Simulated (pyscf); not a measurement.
AsH₃ (SMILES [AsH3]) + HO–GaH₂ (SMILES [OH][GaH2]) → HO–GaH–AsH₂ (SMILES [OH][GaH][AsH2]) + H₂ (SMILES [H][H]), a four-centre exchange (singlet surface; As–H, Ga–H broken, As–Ga, H–H formed). Optimised with ωB97X-D3(BJ)/def2-SVP in PySCF. Energies in kcal/mol from the separated reactants.

Small-basis levels: PySCF, no dispersion term, spherical d functions. AM1 to PM7: differences of heats of formation from MOPAC. GFN2-xTB: tblite. Cost: rough CPU time at the saddle relative to B3LYP/6-31G*+LANL2DZ, from one job on a shared machine.

| level | barrier | reaction energy | cost |
|---|---|---|---|
| HF/3-21G | 47.8 | -8.1 | 0.2 |
| BP86/6-31G*+LANL2DZ | ___ | -8.9 | 1 |
| B3LYP/STO-3G | 49.3 | -9.6 | 2 |
| B3LYP/LANL2DZ | 39.1 | -5.7 | 0.9 |
| B3LYP/6-31G*+LANL2DZ | 39.3 | -6.7 | 1 |
| M06-2X/6-31G*+LANL2DZ | 34.3 | -9.5 | 2 |
| GFN2-xTB | 35.4 | -0.4 | under 0.02 |
| PM3 | 8.7 | -27.5 | under 0.02 |
| PM7 | 61.2 | -30.5 | under 0.02 |
| ωB97M-D3(BJ)/def2-TZVP | ___ | -8.3 | – |

Task: Some entries are withheld; supply them.

Result: 
- BP86/6-31G*+LANL2DZ, barrier: 31.9
- ωB97M-D3(BJ)/def2-TZVP, barrier: 30.8

Against the last row the barrier runs from -22.0 (PM3) to +30.4 kcal/mol (PM7). ωB97M-D3(BJ)/def2-TZVP has limits of its own. On the reactant side the descent ends in a complex, 4.1 kcal/mol under the separated species and 30.2 kcal/mol under the saddle at ωB97X-D3(BJ)/def2-TZVP. At the saddle there is also a short Ga–H contact that neither side keeps. At ωB97X-D3(BJ) the barrier from the zero used here is 26.1 kcal/mol. This is the saddle that the search found; another between the same sides may lie lower. In the def2 sets elements up to Kr have no core potential.
